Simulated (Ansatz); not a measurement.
`N=CF`. Total charge 0; spin multiplicity 1.

Z-matrix (Å, degrees):
```
C
N 1 1.242
F 1 1.329 2 120.0
H 1 1.092 2 129.8 3 -180.0
H 2 1.016 1 110.6 3 -180.0
```

Q: List the harmonic frequencies (cm⁻¹, unscaled) at PBE0-D4/def2-TZVP in Ansatz. (Best estimate.)

A: Ansatz gave: 637, 858, 1012, 1042, 1252, 1387, 1780, 3128, 3556.

Q: Is this a minimum?

A: Yes, all 9 modes are real.

Q: Give the ideal-gas thermochemistry at 298.15 K and 1 bar (rigid rotor, harmonic oscillator; point group Cs, symmetry number 1).

A: Zero-point energy 87.6 kJ/mol; H(298) − E = 98.3 kJ/mol; entropy 248.2 J/(mol·K), of which translation 156.9, rotation 88.1, vibration 3.3; G(298) − E = 24.3 kJ/mol.

Q: Rotational constants (cm⁻¹)?

A: 2.783, 0.3785, 0.3332.
